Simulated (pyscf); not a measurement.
A first-order saddle from PySCF, ωB97X-D3(BJ)/def2-SVP:

```xyz
9

C     -1.2960    -0.7824    -0.0657
Ga     0.0004     0.8520     0.1979
H     -1.2077    -1.6070    -0.7949
H     -2.3521    -0.4855     0.0057
H     -0.9951    -1.2479     0.8908
H     -0.7747     2.1022     0.7017
H      1.4659     0.4118     0.4791
Cl    -0.1647     0.8904    -2.2981
H     -0.7620    -0.0550    -1.3211
```
Charge 0, spin multiplicity 1.

Surface: singlet, charge 0. Lowest wavenumbers (cm⁻¹): 1022i, 71, 230, 350, 409.

Task: What reaction is this the transition state of?

Result: `[CH3][GaH2]` + `[ClH]` ⇌ `[CH4]` + `[Cl][GaH2]`, a four-centre exchange read from left to right: C–Ga, Cl–H broken and C–H, Cl–Ga formed. At CCSD(T)/def2-TZVPP + ΔMP2(QZVPP) it lies +29.7 kJ/mol from the left side and +174.0 kJ/mol from the right (each side as separated species at their lowest minima found). On the reactant side the descent ends in a complex, 28.3 kJ/mol under the separated species and 47.6 kJ/mol under the saddle at ωB97X-D3(BJ)/def2-TZVP. At ωB97X-D3(BJ) the barrier from the zero used here is 19.3 kJ/mol. One saddle was located; it need not be the lowest between these sides. The CCSD(T) − MP2 part came from Ansatz, without density fitting, on the same reference. The frozen core leaves the outer d or s,p core shells of the metals and heavy elements correlated in the MP2 and CC values, and def2-TZVPP describes them poorly, which can shift differences by a few kcal/mol. Elements up to Kr have no core potential and no relativistic terms here.
